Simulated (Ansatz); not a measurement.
A nudged elastic band was laid between two geometries of BH₄NO (7 atoms, charge 0, multiplicity 1).

The calculation used RKS CAM-B3LYP-D4/def2-SVP in Ansatz 0.2.0.

```yaml
movable_images: 9
climbing_image: yes
spring: 5.0 eV/Å²
optimiser: quadratic models (default)
start_path: through a guess of the saddle point
force_threshold: 0.05 eV/Å
iteration_limit: 60
end_points: relaxed
```

First end point:

```xyz
7
Properties=species:S:1:pos:R:3
B 0.089 -0.243 0.098
H 0.018 -0.611 1.252
O 1.294 -0.079 -0.525
H 2.040 -0.284 0.043
N -1.086 0.019 -0.613
H -2.006 -0.082 -0.211
H -1.077 0.328 -1.577
```

Last end point:

```xyz
7
Properties=species:S:1:pos:R:3
B -1.608 -1.527 -0.510
H 1.377 0.023 1.119
O 1.332 0.357 0.213
H 1.894 -0.243 -0.296
N -1.331 -0.202 -0.656
H -1.991 0.481 -1.018
H -0.400 0.158 -0.383
```

(1) Which bonds break or form, and what moves?

(2) What energy profile does the band end with?

(3) What is the geometry of the highest image?

Answers

(1) Bonds broken: B1–H2, B1–O3. Bonds formed: H2–O3. BH4NO becomes BH2N + H2O.

(2) The forces met the threshold. The highest image is number 4 of 0 to 10, 110.3 kcal/mol above the first end and 7.8 kcal/mol above the last; the last end lies 102.5 kcal/mol above the first. Neighbouring images differ by up to 2.2 eV, so the band resolves the path poorly. A vibrational analysis at the climbing image gives one clearly imaginary mode, 1102i cm⁻¹: a first-order saddle point. The orbitals stay closed-shell, which can raise the energy where a bond breaks towards radicals; this wasn't checked here.

| image | path coordinate (Å) | energy (kcal/mol) | B1–H2 (Å) | B1–O3 (Å) | H2–O3 (Å) |
| --- | --- | --- | --- | --- | --- |
| 0 | 0.00 | 0.0 | 1.21 | 1.37 | 2.25 |
| 1 | 0.48 | 4.3 | 1.21 | 1.37 | 2.22 |
| 2 | 0.96 | 21.1 | 1.21 | 1.39 | 2.01 |
| 3 | 1.44 | 71.7 | 1.24 | 1.48 | 1.58 |
| 4 | 1.92 | 110.3 | 1.47 | 1.70 | 1.11 |
| 5 | 2.38 | 105.1 | 1.94 | 2.10 | 0.98 |
| 6 | 2.85 | 103.4 | 2.24 | 2.48 | 0.97 |
| 7 | 3.31 | 103.2 | 2.60 | 2.67 | 0.97 |
| 8 | 3.77 | 103.0 | 2.92 | 2.97 | 0.97 |
| 9 | 4.24 | 102.7 | 3.30 | 3.28 | 0.97 |
| 10 | 4.70 | 102.5 | 3.74 | 3.57 | 0.97 |

(3) 
```xyz
7
Properties=species:S:1:pos:R:3:forces:R:3
B -0.383 -0.351 0.446 0.00 0.00 0.00
H 0.932 -0.196 1.090 0.00 0.00 0.00
O 1.194 0.185 0.084 0.00 0.00 0.00
H 1.645 -0.576 -0.325 0.00 0.00 0.00
N -1.160 -0.093 -0.662 0.01 0.00 0.00
H -2.150 -0.303 -0.678 0.00 0.00 0.00
H -0.806 0.382 -1.489 0.00 0.00 0.00
```

Time of the run: 5.2 min on 1 thread of Arm Neoverse V1 (shared host), peak memory 0.12 GiB.
